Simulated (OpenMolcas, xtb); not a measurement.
How methods differ on SiH2 (SMILES [H][Si][H])

The species is SiH2 (3 atoms), meant as a singlet with charge 0. SMILES: `[H][Si][H]`. Geometry: relaxed at GFN2-xTB.

```jsonl
{"atom": "Si", "x (Å)": "0.0052", "y (Å)": "-0.0082", "z (Å)": "-0.6557"}
{"atom": "H", "x (Å)": "1.1102", "y (Å)": "-0.0200", "z (Å)": "0.3374"}
{"atom": "H", "x (Å)": "-1.1155", "y (Å)": "0.0282", "z (Å)": "0.3183"}
```

Quantity: the HOMO–LUMO gap, in eV. The values are calculated.

```
                              level             kind     program  value (eV)
                           GFN1-xTB   semi-empirical         xtb        2.44
    HF/6-31G* (spherical functions)     Hartree–Fock  OpenMolcas        9.19
   UHF/6-31G* (spherical functions)     Hartree–Fock  OpenMolcas       10.01
 SVWN5/6-31G* (spherical functions)              LDA  OpenMolcas        1.37
   PBE/6-31G* (spherical functions)              GGA  OpenMolcas        1.54
r2SCAN/6-31G* (spherical functions)         meta-GGA  OpenMolcas        1.96
M06-2X/6-31G* (spherical functions)  hybrid meta-GGA  OpenMolcas        5.41
  PBE0/6-31G* (spherical functions)    global hybrid  OpenMolcas        3.51
B2PLYP/6-31G* (spherical functions)    double hybrid  OpenMolcas        5.67
```

The values span 1.37 to 10.01 eV. Spin contamination of the reference (⟨S²⟩ at least 0.1 too high) touches UHF/6-31G*. Orbital gaps aren't excitation energies, and those of double hybrids come from the SCF part alone; they tend to grow with the share of exact exchange.
